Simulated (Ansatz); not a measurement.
**AlBH (doublet): wB97X-V, wB97M-V over a scan of the distance B1–H3, 6-31G**

How well do these functionals follow the top wave-function level for AlBH (doublet) over a scan of the distance B1–H3?

The runs use Ansatz 0.2.0, Gaussian basis; 6-31G, all electrons in the functionals.

Plan: wB97X-V, wB97M-V, at 0.978 Å; 1.079 Å; 1.196 Å; 1.313 Å; 1.434 Å; 1.637 Å; 1.920 Å; 2.168 Å; 2.649 Å; 3.244 Å; 4.126 Å.

19 further runs of the same task are left out: 4 for a mislabelled method, 12 that didn't finish, 3 set aside as unsound or not needed.

**1. The geometry**

The geometry derives from a PBE0/def2-TZVP stationary point (not a proven minimum). One bond is set to the value named and the two fragments are kept rigid.

3 atoms, charge 0, spin multiplicity 2.

Atoms are counted from 1 here; the program's logs count them from 0.

Bond lengths: B1–Al2 2.120 Å, B1–H3 1.196 Å. Angles: Al2–B1–H3 167.9°.

No dispersion term is added; wB97X-V, wB97M-V hold VV10 nonlocal correlation.

The geometry shown and the zero of energy belong to the point 1.196 Å. The yardstick, FCI, and other wave-function levels (R restricted, U unrestricted, valence and pair active spaces) come from earlier runs.

**2. wB97X-V, 0.978 Å**

Contents of in.yaml:

```yaml
crystal:
  periodic: [false, false, false]
  atoms:
    - {symbol: B, position_ang: [0.000000, -0.078765, 0.385883]}
    - {symbol: Al, position_ang: [0.000000, -0.020134, -1.733492]}
    - {symbol: H, position_ang: [0.000000, 0.098899, 1.347610]}
basis:
  gaussian: {orbitals: 6-31G}
magnetization: {spin_polarized: true, initial_magnetization: 1}
hamiltonian: {xc: {name: wB97X-V}}
```

The run is started by

```bash
ansatz run in.yaml --threads 1 --pin off --events-out ev --progress --plain --max-ram 2393MiB
```

After this run come: wB97X-V, 1.079 Å; wB97X-V, 1.196 Å; wB97X-V, 1.313 Å; wB97X-V, 1.434 Å; wB97X-V, 1.637 Å; wB97X-V, 1.920 Å; wB97X-V, 2.168 Å; wB97X-V, 2.649 Å; wB97X-V, 3.244 Å; wB97X-V, 4.126 Å; wB97M-V, 0.978 Å; wB97M-V, 1.079 Å; wB97M-V, 1.196 Å; wB97M-V, 1.313 Å; wB97M-V, 1.434 Å; wB97M-V, 1.637 Å; wB97M-V, 1.920 Å; wB97M-V, 2.168 Å; wB97M-V, 2.649 Å; wB97M-V, 3.244 Å; wB97M-V, 4.126 Å.

**Question.** What will the summary of the whole plan be? Wanted: span of the FCI curve; largest miss, wB97X-V; largest miss, wB97M-V.

**Answer**, as computed:

| quantity | value |
| --- | --- |
| span of the FCI curve | 3.263 eV |
| largest miss, wB97X-V | +0.913 eV (4.126 Å) |
| largest miss, wB97M-V | +0.918 eV (4.126 Å) |

In words: Of the functionals, wB97X-V keep the smallest largest miss at the points compared (at most 0.913 eV) and wB97M-V strays most (0.918 eV, at 4.126 Å). wB97X-V, wB97M-V clearly break the spin symmetry at some points (⟨S²⟩ up to 1.00 above the pure value), so energy there is bought with a mixed spin. Functionals and the yardstick converge differently with the basis, so part of each miss in 6-31G is the basis.
